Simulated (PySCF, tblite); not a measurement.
Compound: C₄H₂ClS (doublet state).
Atom-mapped SMILES: `[Cl:1][c:2]1[cH:3][c:4][cH:5][s:6]1` (hydrogens: H7 on C3; H8 on C5)

The geometry is computed with GFN2-xTB (gas phase). This method treats the open shell by occupation alone, without spin polarisation.

Problem. List the bond lengths and angles at this level.

Solution. 
```csv
bond,length (Å)
Cl1–C2,1.708
C2–C3,1.365
C3–C4,1.398
C4–C5,1.323
C5–S6,1.767
C2–S6,1.741
C3–H7,1.072
C5–H8,1.068
```

A selection of angles:
```csv
angle,degrees
Cl1–C2–C3,126.7
Cl1–C2–S6,120.2
C3–C2–S6,113.1
C2–C3–C4,109.2
C2–C3–H7,124.8
C4–C3–H7,126.0
C3–C4–C5,118.6
C4–C5–S6,108.8
C4–C5–H8,132.3
S6–C5–H8,118.9
C2–S6–C5,90.2
```

The C–C distances run from 1.323 Å (C4–C5, aromatic) to 1.398 Å (C3–C4, aromatic), a spread of 0.075 Å. C3 (carbon bonded to 2 C and H) is planar (angles 126.0°, 124.8° and 109.2°, sum 360.0°, 0.00 Å off the plane of its three neighbours). C2 (carbon bonded to C, Cl and S) is planar (angles 126.7°, 120.2° and 113.1°, sum 360.0°, 0.00 Å off the plane of its three neighbours). The C–S distances run from 1.741 Å (C2–S6, aromatic) to 1.767 Å (C5–S6, aromatic), a spread of 0.026 Å. The 6 heavy atoms lie in one plane (0.000 Å rms). C5 (carbon bonded to C, S and H) is planar (angles 132.3°, 118.9° and 108.8°, sum 360.0°, 0.00 Å off the plane of its three neighbours). The 5-membered ring C2–C3–C4–C5–S6 has internal angles of 90.2° to 118.6°; it is planar, 0.00 Å rms from its mean plane, widest ring torsion 0°.

Point group: Cs (tolerance 0.08 Å). Its GFN2-xTB frequencies are all real (lowest 198 cm⁻¹).
